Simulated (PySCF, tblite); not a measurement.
Compound: F3H2P.
Structure used (GFN2-xTB), in Å, numbered top down from 1:
```xyz
6
F3H2P angstrom
F      1.308    0.224   -0.667
P     -0.070   -0.012    0.032
F     -0.224    1.635    0.224
F      0.131   -1.650   -0.183
H     -0.002   -0.171    1.384
H     -1.140   -0.023   -0.811
```

Computed, not measured: CAM-B3LYP/def2-SVPD in PySCF (dipole) on a GFN2-xTB geometry, gas phase.

Take the most abundant isotopes and a rigid rotor. 

Question: Give the principal moments of inertia and the rotational constants in cm⁻¹.

Answer: Ia = 40.48, Ib = 108.37, Ic = 142.66 u·Å²; 505379 MHz·u·Å²/I gives 12486, 4663 and 3543 MHz, that is A = 0.41649, B = 0.15555, C = 0.11817 cm⁻¹.

Question: Classify the top.

Answer: An asymmetric top: κ = (2 × 4663 − 12486 − 3543)/(12486 − 3543) = -0.75.

Question: What does the inertial defect say?

Answer: Not planar: Δ = Ic − Ia − Ib = -6.19 u·Å². For a rigid frame Δ = −2 Σ m c², so Σ m c² = 3.09 u·Å² lies off the ab plane, practically all of it from hydrogen. The atom farthest from that plane is 1.24 Å away.

Question: Give the other two planar moments, Paa and Pbb, and the rms extents of the mass along the axes.

Answer: Paa = Σ m a² = (Ib + Ic − Ia)/2 = 105.28 and Pbb = Σ m b² = (Ia + Ic − Ib)/2 = 37.38 u·Å². With the mass M = 89.98 u, the rms extents √(P/M) along a, b and c are 1.08, 0.64, 0.19 Å.

Question: Where do the levels up to J = 5 lie, in K?

Answer: Above 0(0,0), as E/k:
J = 1: 1(0,1) 0.394, 1(1,1) 0.769, 1(1,0) 0.823
J = 2: 2(0,2) 1.176, 2(1,2) 1.503, 2(1,1) 1.664, 2(2,1) 2.791, 2(2,0) 2.796
J = 3: 3(0,3) 2.336, 3(1,3) 2.601, 3(1,2) 2.923, 3(2,2) 3.972, 3(2,1) 3.999, 3(3,1) 5.987, 3(3,0) 5.987
J = 4: 4(0,4) 3.861, 4(1,4) 4.059, 4(1,3) 4.594, 4(2,3) 5.543, 4(2,2) 5.621, 4(3,2) 7.572, 4(3,1) 7.575, 4(4,1) 10.380, 4(4,0) 10.380
J = 5: 5(0,5) 5.736, 5(1,5) 5.873, 5(1,4) 6.671, 5(2,4) 7.501, 5(2,3) 7.672, 5(3,3) 9.557, 5(3,2) 9.566, 5(4,2) 12.361, 5(4,1) 12.361, 5(5,1) 15.971, 5(5,0) 15.971
The levels of one J sum to (2J + 1)J(J + 1)(A + B + C)/3.

Question: Which types of transition are allowed, and where do some lines up to J = 4 fall?

Answer: The dipole components are |μa| = 0.00 D, |μb| = 1.74 D, |μc| = 0.00 D; the symmetry axis of this C2v structure is b, so μa and μc vanish by symmetry and there are no a-type or c-type lines. Some lines, for components of 0.1 D or more:

```json
{"type": "b", "branch": "Q", "J(Ka,Kc)": "2(1,1) ← 2(0,2)", "MHz": "10177", "lower level (cm⁻¹)": "0.817"}
{"type": "b", "branch": "R", "J(Ka,Kc)": "3(0,3) ← 2(1,2)", "MHz": "17363", "lower level (cm⁻¹)": "1.045"}
{"type": "b", "branch": "Q", "J(Ka,Kc)": "4(2,2) ← 4(1,3)", "MHz": "21389", "lower level (cm⁻¹)": "3.193"}
{"type": "b", "branch": "R", "J(Ka,Kc)": "2(1,2) ← 1(0,1)", "MHz": "23114", "lower level (cm⁻¹)": "0.274"}
{"type": "b", "branch": "Q", "J(Ka,Kc)": "2(2,1) ← 2(1,2)", "MHz": "26831", "lower level (cm⁻¹)": "1.045"}
{"type": "b", "branch": "R", "J(Ka,Kc)": "4(1,4) ← 3(0,3)", "MHz": "35884", "lower level (cm⁻¹)": "1.624"}
{"type": "b", "branch": "Q", "J(Ka,Kc)": "4(3,1) ← 4(2,2)", "MHz": "40712", "lower level (cm⁻¹)": "3.907"}
{"type": "b", "branch": "R", "J(Ka,Kc)": "2(2,0) ← 1(1,1)", "MHz": "42234", "lower level (cm⁻¹)": "0.535"}
{"type": "b", "branch": "Q", "J(Ka,Kc)": "4(3,2) ← 4(2,3)", "MHz": "42275", "lower level (cm⁻¹)": "3.853"}
{"type": "b", "branch": "R", "J(Ka,Kc)": "3(2,1) ← 2(1,2)", "MHz": "52001", "lower level (cm⁻¹)": "1.045"}
{"type": "b", "branch": "R", "J(Ka,Kc)": "4(2,3) ← 3(1,2)", "MHz": "54597", "lower level (cm⁻¹)": "2.032"}
{"type": "b", "branch": "Q", "J(Ka,Kc)": "4(4,0) ← 4(3,1)", "MHz": "58450", "lower level (cm⁻¹)": "5.265"}
{"type": "b", "branch": "R", "J(Ka,Kc)": "3(3,1) ← 2(2,0)", "MHz": "66488", "lower level (cm⁻¹)": "1.943"}
{"type": "b", "branch": "R", "J(Ka,Kc)": "3(3,0) ← 2(2,1)", "MHz": "66608", "lower level (cm⁻¹)": "1.940"}
{"type": "b", "branch": "R", "J(Ka,Kc)": "4(3,2) ← 3(2,1)", "MHz": "74458", "lower level (cm⁻¹)": "2.779"}
{"type": "b", "branch": "R", "J(Ka,Kc)": "4(3,1) ← 3(2,2)", "MHz": "75060", "lower level (cm⁻¹)": "2.761"}
```

Its GFN2-xTB frequencies are all real (lowest 265 cm⁻¹). Zero-point vibration and centrifugal distortion are left out.
